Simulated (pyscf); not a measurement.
This saddle point was located with ωB97X-D3(BJ)/def2-SVP in PySCF.

```xyz
6

B     -0.7206    -0.7485     0.6516
N     -0.7967     0.1078    -0.2785
H     -0.6668    -1.5347     1.5386
H     -1.5971     1.1527     0.0695
H     -1.2335     1.2829    -0.8462
H     -1.8578     2.0405    -0.5021
```

Surface: singlet, charge 0. Lowest wavenumbers (cm⁻¹): 2976i, 175, 282, 744, 781.

**Question.** Name the species on either side of this saddle.

**Answer.** HB=NH + hydrogen (H₂) ⇌ HB=NH + hydrogen (H₂), a four-centre exchange read from left to right: H–N, H–H broken and H–N, H–H formed. At ωB97M-D3(BJ)/def2-TZVP it lies +354.4 kJ/mol from the left side and +354.4 kJ/mol from the right (each side as separated species at their lowest minima found). The same reactants have a lower exit, to H₂B–NH₂ (barrier +163.9 kJ/mol at ωB97M-D3(BJ)/def2-TZVP, against +354.4 kJ/mol here). This is the saddle that the search found; another between the same sides may lie lower.
